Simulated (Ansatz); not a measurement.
The same path of CH$_{3}$NSi (6 atoms, charge 0, multiplicity 1) was run twice with different band settings.

The calculation used Ansatz, RKS BLYP-D4/def2-SVP.

Relaxed end points:

```xyz
6
Properties=species:S:1:pos:R:3
N 1.164 0.894 -0.936
C 0.390 0.228 -0.278
Si -0.286 -1.175 0.699
H 1.001 1.833 -1.326
H -1.564 -1.387 -0.089
H -0.704 -0.394 1.930
```

```xyz
6
Properties=species:S:1:pos:R:3
N 0.479 1.395 -0.893
C 0.135 0.419 -0.265
Si -0.089 -1.180 0.619
H 1.363 1.617 -1.372
H -1.373 -1.623 -0.055
H -0.515 -0.627 1.966
```

Common settings: movable images 7; climbing image yes; spring 5.0 eV/Å²; start path IDPP; force threshold 0.05 eV/Å; iteration limit 60; end points relaxed.

| run | optimiser | largest step |
| --- | --- | --- |
| 1 | quadratic models (default) | default |
| 2 | fire | 0.02 Å |

Q: What does each run give, and how far can it be trusted?

A: Run 1: converged after 23 iterations, highest image 0.105 eV above the first end. A vibrational analysis at the climbing image gives one clearly imaginary mode, 386i cm⁻¹: a first-order saddle point.
Run 2: converged after 40 iterations, highest image 0.109 eV above the first end. The order of the stationary point at the top wasn't checked.
